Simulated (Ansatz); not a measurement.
```yaml
crystal:
  periodic: [false, false, false]
  atoms:
    - {symbol: W, position_ang: [0.000029, 0.059150, -0.000851]}
    - {symbol: O, position_ang: [0.380814, 1.028461, 1.391559]}
    - {symbol: O, position_ang: [-0.100898, -1.332306, 1.125434]}
    - {symbol: O, position_ang: [-0.379822, 0.988400, -1.420559]}
    - {symbol: O, position_ang: [0.099571, -1.364212, -1.086661]}
basis:
  gaussian: {orbitals: def2-TZVP}
magnetization: {spin_polarized: true, initial_magnetization: 4}
hamiltonian: {xc: pbe0}
relax: {f_tol: 0.004, max_steps: 80}
```

```sh
$ ansatz run in.yaml --threads 1 --pin off --events-out ev --progress --plain --max-ram 2176MiB
```

Steps of the relaxation (energy above the last step; positions in Å, forces in eV/Å):

```
5
step 1, 1423.0 meV
W     0.000    0.059   -0.001    0.000    0.242   -0.003
O     0.381    1.028    1.392    1.517    3.115    3.774
O    -0.101   -1.332    1.125   -0.885   -3.139    3.012
O    -0.380    0.988   -1.421   -1.514    3.007   -3.862
O     0.100   -1.364   -1.087    0.882   -3.225   -2.920
```

```
5
step 2, 316.0 meV
W     0.000    0.035   -0.001    0.000   -0.914    0.013
O     0.513    1.091    1.406    0.241    0.203   -0.290
O    -0.270   -1.382    1.209   -0.410    0.250   -0.012
O    -0.512    1.051   -1.437   -0.241    0.212    0.284
O     0.268   -1.416   -1.169    0.410    0.249    0.005
```

```
5
step 3, 94.3 meV
W     0.000   -0.030    0.000    0.000   -0.776    0.011
O     0.628    1.115    1.309   -0.127   -0.287   -0.600
O    -0.459   -1.374    1.255    0.040    0.658   -0.577
O    -0.627    1.078   -1.340    0.127   -0.270    0.608
O     0.457   -1.410   -1.214   -0.039    0.675    0.558
```

```
5
step 4, 19.8 meV
W     0.000   -0.077    0.001    0.000   -0.496    0.007
O     0.681    1.120    1.225   -0.137   -0.134   -0.212
O    -0.558   -1.357    1.259    0.164    0.374   -0.326
O    -0.680    1.085   -1.257    0.137   -0.128    0.216
O     0.557   -1.393   -1.219   -0.164    0.383    0.315
```

```
5
step 6, 0.0 meV
W     0.000   -0.124    0.002    0.000    0.000    0.000
O     0.656    1.128    1.195    0.000    0.001    0.001
O    -0.558   -1.341    1.278    0.000   -0.001    0.001
O    -0.655    1.094   -1.227    0.000    0.001   -0.001
O     0.556   -1.378   -1.239    0.000   -0.001   -0.001
```

Close pairs at the end: W1–O5 1.850 Å, W1–O3 1.850 Å, W1–O2 1.850 Å, W1–O4 1.850 Å.

A stationary point of unrestricted PBE0 after 6 steps, with ⟨S²⟩ = 6.108 against 6.00 for a pure state; no frequencies were run, so it isn't proven a minimum. 96 s on 1 thread of AMD EPYC 9R45, shared host.
